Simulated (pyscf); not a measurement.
Elementary routes open to H₃C–CH₂–Cl + CH₃• in the gas phase (doublet surface):
A. H₃C–CH₂–CH₃ + Cl• (C–Cl broken; C–C formed)
B. H₃C–CH₃ + •H₂C–Cl (C–C broken; C–C formed)

PySCF, gas phase, ωB97X-D3(BJ)/def2-SVP geometries.

Problem. Rank the routes by free-energy barrier at 900 K, lowest first, for ωB97M-D3(BJ)/def2-TZVP energies (ideal gas, 1 atm, RRHO with modes under 100 cm⁻¹ raised to 100, one conformer, R ln 2 for chiral ones without a mode under 150 cm⁻¹).

Solution. A (2.53 eV), B (3.38 eV)

Route A is the fastest of these, ahead of the next by 0.85 eV. The most stable products are those of B (ΔG = -0.12 eV), whose barrier is 0.85 eV higher: the kinetic and the thermodynamic product differ. At 298 K A is still the fastest. Only these routes are compared; each barrier is that of the saddle found, and lower ones may exist. Left out: orbital degeneracy and the spin-orbit lowering of Cl.
